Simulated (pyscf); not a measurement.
Elementary routes open to F–SiH₂–F + NH₃ in the gas phase (singlet surface):
A. HF + H₂N–SiH₂–F (F–Si, H–N broken; F–H, N–Si formed)
B. H₂N–SiH(F)–F + H₂ (H–Si, H–N broken; N–Si, H–H formed)

Optimised with ωB97X-D3(BJ)/def2-SVP in PySCF.

Q: Rank the routes by free-energy barrier at 900 K, lowest first, for ωB97M-D3(BJ)/def2-TZVP energies (ideal gas, 1 atm, RRHO with modes under 100 cm⁻¹ raised to 100, one conformer, R ln 2 for chiral ones without a mode under 150 cm⁻¹).

A: A (53.1 kcal/mol), B (61.7 kcal/mol)

Route A is the fastest of these, ahead of the next by 8.7 kcal/mol. The most stable products are those of B (ΔG = -16.2 kcal/mol), whose barrier is 8.7 kcal/mol higher: the kinetic and the thermodynamic product differ. At 298 K A is still the fastest. A: On the reactant side the descent ends in an adduct with a N–Si contact, 1.3 kcal/mol over the separated species and 20.3 kcal/mol under the saddle at ωB97X-D3(BJ)/def2-TZVP. On the product side the descent ends in a bound adduct, 8.6 kcal/mol under the separated species and 11.6 kcal/mol under the saddle at ωB97X-D3(BJ)/def2-TZVP. B: On the reactant side the descent ends in an adduct with a N–Si contact (not fully relaxed), 8.4 kcal/mol under the separated species and 41.9 kcal/mol under the saddle at ωB97X-D3(BJ)/def2-TZVP. Only these routes are compared; each barrier is that of the saddle found, and lower ones may exist.
